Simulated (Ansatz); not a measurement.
## Scan of the H7–Si3–H6 angle

C2H4Si (SMILES C#C[SiH3]), closed shell, at its PBE0-D4/def2-TZVP minimum:

C1  (-0.581, -1.871, 0.172)
C2  (-0.218, -0.727, 0.062)
Si3  (0.330, 1.004, -0.104)
H4  (-0.901, -2.884, 0.269)
H5  (-0.094, 1.528, -1.425)
H6  (-0.282, 1.818, 0.975)
H7  (1.808, 1.063, 0.004)
(Å)

The angle H7–Si3–H6 (109.6° at the minimum) is set to the values below, H7, with anything bonded beyond it, turning rigidly in the plane of the angle. Each method's energies count from its own value at the PBE0-D4 minimum structure. Ansatz 0.2.0; basis: def2-TZVPP; cores frozen in the correlated methods. B3LYP uses VWN-RPA correlation.

```csv
angle (°),CCSD(T) (kJ/mol),B3LYP-D4 (kJ/mol),PBE0-D4 (kJ/mol)
91.6,22.0,21.4,21.1
96.1,12.3,12.0,11.8
100.6,5.4,5.3,5.2
105.1,1.3,1.3,1.3
109.6,0.0,0.0,0.0
114.1,1.4,1.3,1.3
118.6,5.4,5.3,5.1
123.1,12.0,11.7,11.4
127.6,21.2,20.8,20.2
```

Largest difference from the CCSD(T) curve over the scan: PBE-D4 2.2; r2SCAN-D4 1.0; wB97M-V 0.8; HF 3.4 kJ/mol. Each curve counts from its own value at the minimum.

No T1 diagnostic of these runs exceeds 0.014.

For scale, one of the runs: CCSD(T)/def2-TZVPP, 160 basis functions (an equivalent command: `ansatz run in.yaml --threads 2`). Time: 8 s of wall clock on 2 CPU threads; the host was shared. Peak host memory: 1.3 GiB.
